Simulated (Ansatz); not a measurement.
Basis-set extrapolation for C3H7N, SMILES `C=CNC` (PBE0-D4/def2-TZVP geometry, frozen core, Ansatz). Multiplicity 1, RHF reference.

```
                      def2-TZVPP   def2-QZVPP
                 HF  -172.163831  -172.172165
    MP2 correlation    -0.715706    -0.762653
CCSD(T) correlation    -0.783685      not run
```

Energies in hartree. Use E(X) = E(∞) + A·exp(−7.88·√X) for Hartree–Fock and E(X) = E(∞) + B·X^(−2.97) for correlation, with X = 3 and 4, and add CCSD(T) minus MP2 of the smaller set to the MP2 limit.

**Question.** What is the CCSD(T) energy at the basis-set limit?

**Answer.** HF limit: -172.172165 + (-0.008334) × 0.13774 = -172.17331. MP2 limit: -0.762653 + (-0.046947) × 0.74074 = -0.79743. Higher-order term: -0.783685 − (-0.715706) = -0.06798. Total: -173.03872 hartree, 2.48 eV below CCSD(T)/def2-TZVPP.
